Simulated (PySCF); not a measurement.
Fluorine: a sound run and one with changed settings

Sound run: F [He] 2s2 2p5, F⁺ [He] 2s2 2p4. Calculation: PySCF 2.14, in jorge-DZP-DKH; scalar relativity by spin-free X2C-1e. The sound run starts from symmetry-adapted Hartree-Fock orbitals and uses a fine grid where one is needed.

A second run was set up differently.

```
species  method  sound run (hartree)  changed run (hartree)  converged
      F     UHF            -99.48387              -99.48387        yes
      F    MN15            -99.77434              -99.75976        yes
      F  r2SCAN            -99.79873              -99.82275        yes
     F⁺     UHF            -98.90751              -98.90751        yes
     F⁺    MN15            -99.13005              -99.11629        yes
     F⁺  r2SCAN            -99.15575              -99.17506        yes
```

Ionisation energy of F:

| method | sound run (eV) | changed run (eV) |
| --- | --- | --- |
| UHF | 15.684 | 15.684 |
| MN15 | 17.532 | 17.510 |
| r2SCAN | 17.497 | 17.625 |

Problem. What was changed?
A. a valence shell is frozen
B. minimal basis
C. radial grid too coarse
D. all electrons correlated in a valence basis

Solution. C. It used radial step 0.5 in ln r (0.13 in the sound run). A coarse radial grid mis-integrates the density and the exchange-correlation energy, with errors of either sign; Hartree-Fock needs no grid.
